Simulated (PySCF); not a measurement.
Isomers of [C4H3O2]- (charge -1), one GFN2-xTB conformer each. Single-point energies are computed at PBE0/pcSseg-1 (PySCF, gas phase, no added dispersion term), electronic only.

```csv
SMILES,GFN2-xTB relative energy (kcal/mol)
[O-]c1ccco1,0.0
C#CCC(=O)[O-],24.4
C=C=CC(=O)[O-],26.0
```

Conformers: `[CH:1]#[C:2][CH2:3][C:4](=[O:5])[O-:6]` (charge -1) with C2–C3–C4–O5 91°.

Question: What does PBE0/pcSseg-1 give for the same structures?

Answer: 
```csv
SMILES,PBE0/pcSseg-1 E (Eh),PBE0/pcSseg-1 (kcal/mol),GFN2-xTB (kcal/mol),point group
[O-]c1ccco1,-304.31788,0.0,0.0,Cs
C=C=CC(=O)[O-],-304.29552,14.0,26.0,near Cs
C#CCC(=O)[O-],-304.29068,17.1,24.4,Cs
```

Both levels put the same isomer lowest; measured from each level's own lowest isomer, the values differ by up to 12.0 kcal/mol (C=C=CC(=O)[O-]: 26.0 against 14.0). Neighbours under 5.0 kcal/mol apart (C=C=CC(=O)[O-] and C#CCC(=O)[O-]) can change places with a better method, another conformer or zero-point energy.
